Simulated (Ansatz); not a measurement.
Level of theory: PBE-D3(BJ)/def2-TZVP (Ansatz, a program for electronic structure). No frequencies were computed at this level.

Ansatz 0.2 input:
```yaml
crystal:
  periodic: [false, false, false]
  atoms:
    - { symbol: C, position_ang: [-0.036969, 0.335812, 0.0] }
    - { symbol: O, position_ang: [1.039124, -0.148539, -0.000003] }
    - { symbol: H, position_ang: [-1.002155, -0.187273, 0.000004] }
basis:
  gaussian: { orbitals: def2-tzvp }
hamiltonian:
  xc: pbe
  dispersion: d3bj
relax:
  max_steps: 150
magnetization:
  spin_polarized: true
  initial_magnetization: 1
```

Output:

```
Functional definition: PBE
375 factors; their error is unknown
mean field evaluation 1: about -3093.2749 eV, gradient 2.7e1 eV
mean field evaluation 2: about -3084.2563 eV, gradient 5.6e1 eV
mean field evaluation 4: about -3095.9520 eV, gradient 1.8e0 eV
mean field evaluation 8: about -3095.9702 eV, gradient 2.1e-2 eV
mean field evaluation 16: about -3095.9625 eV, gradient 1.6e-5 eV
mean field -3095.96249797 eV, -113.7745232816 hartree, gradient 1.6e-5 eV, S^2 0.752168; 0 other end points of the search recorded, 0 dependent functions left out
reference -3095.96252415 eV, -113.7745242438 hartree; 8, 7 occupied and 60, 61 virtual orbitals, 375 factors
relax step   1: F+E_penalty+E_count = -3095.98157044 eV  Δ(F+E_penalty+E_count) = +0.000e0 eV  max|allowed force component| = 8.959e-1 eV/Å  Δτ_max = 0.0000 Å  (29 SCF iters, accepted)
these checks for a lower state are left out or cut short: starts, cluster_reference, orbital_swaps, neighbouring_geometries, increment
375 factors; their error is unknown
mean field -3095.98036325 eV, -113.7751798185 hartree, gradient 2.2e-5 eV, S^2 0.752245; 0 other end points of the search recorded, 0 dependent functions left out
reference -3095.98038945 eV, -113.7751807813 hartree; 8, 7 occupied and 60, 61 virtual orbitals, 375 factors
relax step   2: F+E_penalty+E_count = -3095.99943345 eV  Δ(F+E_penalty+E_count) = -1.786e-2 eV  max|allowed force component| = 4.136e-1 eV/Å  Δτ_max = 0.0120 Å  (33 SCF iters, accepted)
these checks for a lower state are left out or cut short: starts, cluster_reference, orbital_swaps, neighbouring_geometries, increment
375 factors; their error is unknown
mean field evaluation 32: about -3095.9865 eV, gradient 2.2e-5 eV
mean field -3095.98650032 eV, -113.7754053518 hartree, gradient 2.2e-5 eV, S^2 0.752326; 0 other end points of the search recorded, 0 dependent functions left out
reference -3095.98652655 eV, -113.7754063156 hartree; 8, 7 occupied and 60, 61 virtual orbitals, 375 factors
relax step   3: F+E_penalty+E_count = -3096.00557604 eV  Δ(F+E_penalty+E_count) = -6.143e-3 eV  max|allowed force component| = 5.546e-2 eV/Å  Δτ_max = 0.0145 Å  (32 SCF iters, accepted)
these checks for a lower state are left out or cut short: starts, cluster_reference, orbital_swaps, neighbouring_geometries, increment
375 factors; their error is unknown
mean field -3095.98662397 eV, -113.7754098957 hartree, gradient 2.2e-5 eV, S^2 0.752331; 0 other end points of the search recorded, 0 dependent functions left out
reference -3095.98665021 eV, -113.7754108600 hartree; 8, 7 occupied and 60, 61 virtual orbitals, 375 factors
relax step   4: F+E_penalty+E_count = -3096.00570214 eV  Δ(F+E_penalty+E_count) = -1.261e-4 eV  max|allowed force component| = 4.590e-3 eV/Å  Δτ_max = 0.0025 Å  (33 SCF iters, accepted)
375 factors; their error is unknown
mean field -3095.98662397 eV, -113.7754098957 hartree, gradient 4.4e-5 eV, S^2 0.752331; 1 other end points of the search recorded, 0 dependent functions left out
reference -3095.98665021 eV, -113.7754108600 hartree; 8, 7 occupied and 60, 61 virtual orbitals, 375 factors
Total energy: -3096.00572838 eV, -113.7761119698 hartree
Atom 0 at    -0.025331     0.362139    -0.000000 Å, force     0.002265    -0.002095    -0.000000 eV/Å
Atom 1 at     1.036378    -0.158115    -0.000003 Å, force    -0.004590     0.001533     0.000000 eV/Å
Atom 2 at    -1.011047    -0.204024     0.000004 Å, force     0.002325     0.000563    -0.000000 eV/Å
Dipole moment:    -0.298760    -0.071511     0.000001 e Å
```

Cost: around 5 core-seconds (rough).
